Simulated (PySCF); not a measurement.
Structure problem from calculated spectra and properties.

Elements present: C, H and N. Monoisotopic mass: 69.0578 u.

| Quantity | Value |
| --- | --- |
| 1H NMR | chemical shifts (computed TMS as zero) by class: 3.32 (2 H), 1.54 (2 H), 1.15 (3 H) ppm [GIAO B97-2/pcSseg-2] |
| Rotational structure | rotational constants A, B, C: 10.366, 3.494, 2.877 GHz [PBE0-D3(BJ)/def2-TZVP] |
| NMR, other nuclei | isotropic shieldings of nuclei other than C and H, by class: 74 (1 N) ppm [GIAO B97-2/pcSseg-2] |
| 13C NMR | chemical shifts (computed TMS as zero) by class: 177.6 (1 C), 44.9 (1 C), 27.7 (1 C), 13.3 (1 C) ppm [GIAO B97-2/pcSseg-2] |
| Dipole | 3.95 D [B97-2/pcSseg-2] |

Electronic properties: PySCF, gas phase, density fitting. Levels stand in brackets. The structure is a single PBE0-D3(BJ)/def2-TZVP conformer in the gas phase; no vibrational or solvent corrections. NMR classes are plain means over equivalent atoms (diastereotopic ones count apart unless rotation or inversion swaps them), as if these changed places fast.

Problem. Which formula fits the mass and the elements?

Solution. C4H7N (calculated 69.0578). No other formula that holds each of these elements comes within 0.0003 u with a fitting electron parity and a possible valence count.

Problem. What is the compound? Reason from the data.

Solution. Numbering: `[C-:1]#[N+:2][CH2:3][CH2:4][CH3:5]`. 4 carbons fall into 4 classes; from least to most shielded: isocyanide carbon [C1] (177.6 ppm), sp3 carbon bound to nitrogen [C3] (44.9 ppm), chain CH2 carbon [C4] (27.7 ppm), methyl carbon [C5] (13.3 ppm). Hydrogen classes from least to most shielded: 2 H on an sp3 carbon bound to nitrogen, C3 (3.32 ppm), 2 H on a chain CH2 carbon, C4 (1.54 ppm), 3 H on a methyl carbon, C5 (1.15 ppm, a mean of values up to 0.9 ppm apart in this geometry). The other shieldings belong to: 74 ppm, isocyanide nitrogen [N2]. The optimised geometry has point group C1 and is an asymmetric top. Structure: `[C-]#[N+]CCC`. Computed isomers that give other values at the same levels: `C#CCNC` (13C chemical shifts (computed TMS as zero) by class: 87.3 (1 C), 75.5 (1 C), 43.3 (1 C), 37.4 (1 C) ppm); `CCCC#N` (smallest rotational constant: 2.722 GHz; this holds for the one conformer computed); `C1=NCCC1` (13C chemical shifts (computed TMS as zero) by class: 173.5 (1 C), 67.7 (1 C), 41.1 (1 C), 22.2 (1 C) ppm). The assignments are read from this structure; whether some other isomer fits the data as well wasn't checked.

The values belong to the conformer `[C-:1]#[N+:2][CH2:3][CH2:4][CH3:5]`: N2–C3–C4–C5 -61°.
